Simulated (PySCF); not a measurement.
Species: C$_{2}$H$_{6}$N, charge 0, multiplicity 2. It need not be the lowest isomer of its formula. SMILES: [CH2]CN
Geometry from a B3LYP-D3(BJ)/def2-TZVP (Ansatz) optimisation:
```xyz
9

C      1.2071    -0.4389    -0.0026
C      0.1180     0.5714     0.0048
N     -1.2414    -0.0269    -0.0013
H      1.5358    -0.9018     0.9194
H      1.5375    -0.8865    -0.9315
H      0.1830     1.2250    -0.8675
H      0.1814     1.2105     0.8879
H     -1.3501    -0.6337     0.8055
H     -1.3486    -0.6202    -0.8182
```
Charge 0, spin multiplicity 2.

Dispersion corrections to the total energy (kcal/mol) from the dftd3 and dftd4 libraries through PySCF: D3(BJ) without and D4 with the three-body term, each with the damping fitted for the functional named.

| functional | D3(BJ) | D4 |
|---|---|---|
| PW6B95 | -1.23 | -2.19 |
| BLYP | [?] | -5.83 |
| HF | -25.79 | -10.49 |
| B2GP-PLYP | [?] | -1.01 |
| HSE06 | [?] | -1.89 |
| TPSSh | -3.27 | -3.10 |
| LC-wPBE | -2.54 | -2.76 |

Question: Complete the blanks.

Answer: 
- BLYP, D3(BJ): -6.13
- B2GP-PLYP, D3(BJ): -1.45
- HSE06, D3(BJ): -1.68
